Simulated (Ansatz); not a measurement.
# BH₃OSi (SMILES B=[SiH]O): functionals against CCSD(T) at one geometry

The atoms stand at a structure displaced at random from a GFN2-xTB minimum. How far do the functionals agree with CCSD(T) there?

Computed with Ansatz 0.2.0, Gaussian basis. Level: single points in def2-TZVPP.

Cores are frozen in the correlated methods.

### 1 The starting structure

SMILES `B=[SiH]O`, 6 atoms, charge 0, spin multiplicity 1.

Atoms are counted from 1 here; the program's logs count them from 0.

Bond lengths: B1–Si2 1.846 Å, B1–H4 1.027 Å, Si2–O3 1.591 Å, Si2–H5 1.309 Å, O3–H6 0.901 Å. Angles: Si2–B1–H4 151.2°, B1–Si2–O3 123.8°, B1–Si2–H5 122.6°, O3–Si2–H5 113.4°, Si2–O3–H6 122.7°.

As a file:

```mol
BH3OSi
  3D, bonds by distance, orders not assigned

  6  5  0  0  0  0  0  0  0  0999 V2000
   -1.4622   -0.0190   -0.4280 B   0  0
    0.3834   -0.0304   -0.4041 Si  0  0
    1.2529    0.1314    0.9190 O   0  0
   -2.3659   -0.5048   -0.3747 H   0  0
    1.1029   -0.0812   -1.4961 H   0  0
    0.8861    0.1706    1.7414 H   0  0
  1  2  8  0
  1  4  8  0
  2  3  8  0
  2  5  8  0
  3  6  8  0
M  END
```

### 2 CCSD(T)/def2-TZVPP

Contents of run/in.yaml:

```yaml
crystal:
  periodic: [false, false, false]
  atoms:
    - {symbol: B, position_ang: [-1.462200, -0.019000, -0.428000]}
    - {symbol: Si, position_ang: [0.383400, -0.030400, -0.404100]}
    - {symbol: O, position_ang: [1.252900, 0.131400, 0.919000]}
    - {symbol: H, position_ang: [-2.365900, -0.504800, -0.374700]}
    - {symbol: H, position_ang: [1.102900, -0.081200, -1.496100]}
    - {symbol: H, position_ang: [0.886100, 0.170600, 1.741400]}
basis:
  gaussian: {orbitals: def2-TZVPP}
correlation: {method: ccsd_t}
output: {forces: true}
```

No record of the launch command was kept for these runs.

### 3 PBE0-D4/def2-TZVPP

run/in.yaml: that of step 2 with these lines changed.

```diff
@@ -11,3 +11,3 @@
   gaussian: {orbitals: def2-TZVPP}
-correlation: {method: ccsd_t}
-output: {forces: true}
+hamiltonian: {xc: pbe0, dispersion: d4}
+output: {forces: true, orbitals: {seedname: orbitals}}
```

### 4 wB97M-V/def2-TZVPP

run/in.yaml: that of step 3 with these lines changed.

```diff
@@ -11,3 +11,3 @@
   gaussian: {orbitals: def2-TZVPP}
-hamiltonian: {xc: pbe0, dispersion: d4}
-output: {forces: true, orbitals: {seedname: orbitals}}
+hamiltonian: {xc: {name: wB97M-V}}
+output: {forces: true}
```

### 5 r2SCAN-D4/def2-TZVPP

run/in.yaml: that of step 4 with these lines changed.

```diff
@@ -11,3 +11,3 @@
   gaussian: {orbitals: def2-TZVPP}
-hamiltonian: {xc: {name: wB97M-V}}
+hamiltonian: {xc: r2scan, dispersion: d4}
 output: {forces: true}
```

### 6 PBE-D4/def2-TZVPP

run/in.yaml: that of step 5 with these lines changed.

```diff
@@ -11,3 +11,3 @@
   gaussian: {orbitals: def2-TZVPP}
-hamiltonian: {xc: r2scan, dispersion: d4}
+hamiltonian: {xc: pbe, dispersion: d4}
 output: {forces: true}
```

### 7 r2SCAN0-D4/def2-TZVPP

run/in.yaml: that of step 6 with these lines changed.

```diff
@@ -11,3 +11,3 @@
   gaussian: {orbitals: def2-TZVPP}
-hamiltonian: {xc: pbe, dispersion: d4}
+hamiltonian: {xc: {name: r2SCAN0}, dispersion: d4}
 output: {forces: true}
```

### 8 HSE06-D4/def2-TZVPP

run/in.yaml: that of step 7 with these lines changed.

```diff
@@ -11,3 +11,3 @@
   gaussian: {orbitals: def2-TZVPP}
-hamiltonian: {xc: {name: r2SCAN0}, dispersion: d4}
+hamiltonian: {xc: hse06, dispersion: d4}
 output: {forces: true}
```

(Steps that only read results are left out.)

Q: Predict the outcome of this session. Wanted: energy less free atoms, CCSD(T)/def2-TZVPP; RMS force component; RMS force error; HOMO and LUMO, PBE0-D4; T1 diagnostic.

As calculated:

```
                                  quantity                                                                                               value
energy less free atoms, CCSD(T)/def2-TZVPP                                                                                     -410.7 kcal/mol
                       RMS force component                                                                2.664 to 2.788 eV/Å over the methods
                           RMS force error  PBE0-D4 0.132, wB97M-V 0.162, r2SCAN-D4 0.082, PBE-D4 0.170, r2SCAN0-D4 0.196, HSE06-D4 0.127 eV/Å
                    HOMO and LUMO, PBE0-D4                                                                                  -5.26 and -2.73 eV
                             T1 diagnostic                                                                                               0.015
```

**Reading.** Against CCSD(T) the functionals' energies less atoms differ by -18.5 to -7.5 kcal/mol, PBE-D4 by -18.5 kcal/mol. A larger basis would deepen the CCSD(T) value, while the functionals are nearly converged already, so the order here is not reliable. The forces of r2SCAN-D4 come nearest to CCSD(T), those of r2SCAN0-D4 are farthest. Frozen-core CCSD(T) forces in triple zeta carry basis errors of their own, and this is one geometry, so small gaps rank nothing. The restricted Hartree–Fock reference is unstable towards an unrestricted one at one or more of these structures.
